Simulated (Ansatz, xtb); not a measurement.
Two structures of H6PSi2+

Structure a is a singlet given by its coordinates and structure b is `[SiH2]1[SiH2][PH2+]1`, a singlet. Both are isolated ions in the gas phase, relaxed with B3LYP-D3(BJ)/def2-SVP.

a (Å):

```csv
atom,x (Å),y (Å),z (Å)
P,1.0102,1.8271,0.6210
Si,0.2986,-0.1611,0.4811
Si,0.0500,3.3033,-0.8900
H,0.1223,-0.7542,-0.8610
H,0.3022,-1.0433,1.6673
H,0.7837,2.1850,1.9730
H,-0.0013,2.4809,-2.1212
H,1.0111,4.4258,-0.9453
H,-1.2773,3.6588,-0.3385
```

Close contacts (Å): P1–Si2 2.12, P1–Si3 2.32, P1–H6 1.42, Si2–H4 1.48, Si2–H5 1.48, Si3–H7 1.48, Si3–H8 1.48, Si3–H9 1.48.

b (Å):

```xyz
9

P     1.1808    1.8733    0.7725
Si   -0.5874    0.6727   -0.1213
Si   -0.0519    2.7721   -0.9709
H    -0.0903   -0.5380   -0.8100
H    -1.6764    0.5483    0.8717
H    -0.8072    3.9568   -0.5089
H     0.7806    2.8710   -2.1894
H     2.5070    1.4465    0.5523
H     1.0782    2.4228    2.0675
```

**Question.** Estimate which is lower in electronic energy at CCSD(T)/def2-TZVP, and by roughly how much.

**Answer.** The CCSD(T)/def2-TZVP calculation puts structure b lower, by 12.7 kJ/mol.

Level by level:

| level | geometry | E(b) − E(a) (kJ/mol) | departure from the last row (kJ/mol) | job, with rough time for the two |
| --- | --- | --- | --- | --- |
| B3LYP-D3(BJ)/def2-SVP | B3LYP-D3(BJ)/def2-SVP | −11.8 | +1.0 | optimisation, 1.7 min |
| HF/def2-TZVP | B3LYP-D3(BJ)/def2-SVP | −7.3 | +5.4 | part of the CCSD(T) run |
| MP2/def2-TZVP | B3LYP-D3(BJ)/def2-SVP | −12.5 | +0.2 | part of the CCSD(T) run |
| CCSD(T)/def2-TZVP | B3LYP-D3(BJ)/def2-SVP | −12.7 |  | single point, 63 s |

None of the levels shown reverses the order. The largest departure from CCSD(T)/def2-TZVP is that of HF/def2-TZVP, 5.4 kJ/mol. Levels run at GFN2-xTB geometries aren't shown.

With harmonic frequencies from B3LYP-D3(BJ)/def2-SVP (ideal gas, rigid rotor, one conformer each, 298.15 K, 1 atm): the zero-point term adds +1.4 kJ/mol; ΔH is −12.7 and ΔG −5.5 kJ/mol.

The correlated steps freeze 15 core orbitals. Mirror images aren't counted in ΔG. Run with Ansatz 0.2.0; the last row on 1 thread of Intel(R) Xeon(R) Processor @ 2.50GHz (Skylake/Cascade Lake) on a shared host.
